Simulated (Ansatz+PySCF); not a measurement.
Two shapes of doublet CHCl2.

Shape 1:

```xyz
4

C     0.0000    0.6837   -0.0968
Cl   -1.4671   -0.1667    0.0087
Cl    1.4671   -0.1667    0.0087
H     0.0000    1.6995    0.2685
```

Shape 2:

```xyz
4

C     0.0000    0.6762   -0.0958
Cl   -1.4412   -0.1592    0.0077
Cl    1.4412   -0.1592    0.0077
H     0.0000    1.6920    0.2695
```

Basis set: cc-pVTZ on H, C; cc-pV(T+d)Z on Cl (spherical functions). Left uncorrelated: 11 orbitals. Correlation on ROHF uses semicanonical orbitals with singles. Charge 0, multiplicity 2.

Computed with Ansatz (development build ahead of 0.2.0) and PySCF 2.14.0; each method stands on the lowest determinant of its kind that the runs found.

Question: Which shape is lower in energy, and by how much in each method?

Answer:

```
      method  E(2) − E(1) (eV)
        ROHF             0.041
         UHF             0.039
    ROHF-MP2             0.018
     UHF-MP2             0.020
ROHF-CCSD(T)             0.038
```

Shape 1 is lower.
